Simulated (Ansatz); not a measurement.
**AlSiH (singlet): the correlation ladder at scale of all distances = 1.326, cc-pVTZ**

The task here is to estimate one member of a computed series from the others.

Computed with Ansatz 0.2.0, Gaussian basis. Level: cc-pVTZ, core rule «outside noble gas», up to 10 orbitals frozen.

Plan: UHF; CCSD(T) on RHF; CCSD(T) on UHF; BCCD(T) on RHF; CISD; CCSDT(Q) on RHF; CASSCF and NEVPT2, 8 electrons in 9 orbitals.

19 further runs of the same task are left out: 2 for a known fault of the program, 14 that didn't finish, 3 set aside as unsound or not needed.

### What is computed

The geometry derives from a PBE0/def2-TZVP stationary point (not a proven minimum). All distances are scaled together.

3 atoms, charge 0, spin multiplicity 1.

Atoms are counted from 1 here; the program's logs count them from 0.

No contacts short enough for the rule that draws bonds.

The first run:

The input, in.yaml:

```yaml
crystal:
  periodic: [false, false, false]
  atoms:
    - {symbol: Si, position_ang: [0.000000, 0.000000, 2.785667]}
    - {symbol: Al, position_ang: [0.000000, 0.000000, -0.335477]}
    - {symbol: H, position_ang: [0.000000, 0.000000, -2.450190]}
basis:
  gaussian: {orbitals: cc-pVTZ}
magnetization: {spin_polarized: true, initial_magnetization: 0}
hamiltonian: {xc: hf}
output: {orbitals: {seedname: orbitals}}
```

Started as:

```bash
$ ansatz run in.yaml --threads 1 --pin off --events-out ev --progress --plain --max-ram 2393MiB
```

Steps of the session up to this table: UHF; CCSD(T) on RHF; CCSD(T) on UHF; BCCD(T) on RHF; CISD; CCSDT(Q) on RHF; CASSCF and NEVPT2, 8 electrons in 9 orbitals.

One table of the session follows, with a row left open; its other results are not shown here.

| method | from RCCSDT(Q) (meV) |
| --- | --- |
| RHF | +5765.9 |
| UHF | +4530.4 |
| RMP2 | +1744.5 |
| UMP2 | +1112.4 |
| CISD | +1116.7 |
| RCCSD | +540.2 |
| UCCSD | -39.5 |
| RCCSD(T) | +232.2 |
| UCCSD(T) | ? |
| BCCD(T) | +233.6 |
| RCCSDT | +92.0 |
| RCCSDT(Q) | 0 |
| CASSCF valence | +3296.8 |
| NEVPT2 valence | +809.3 |

Estimate the missing values for UCCSD(T).

As computed: from RCCSDT(Q) (meV): -300.4. In the column «from RCCSDT(Q) (meV)» it is the lowest.

The program flags UCCSD(T) as in doubt (see the logs), so those rows may rest on another solution; read them beside their warnings.

Caveats from the session: The determinant is far from a pure spin state, so its energy mixes those of several spin states (harmless only where they are near-degenerate, as at dissociation). The program flags UCCSD(T) as in doubt, so those rows may rest on another solution; read them beside their warnings. Warnings: restricted reference is unstable; spin contamination; large T1 diagnostic. Restricted and unrestricted rows rest on different reference determinants; where their highest levels disagree by more than a few hundredths of an eV, they describe different states and don't form one ladder.
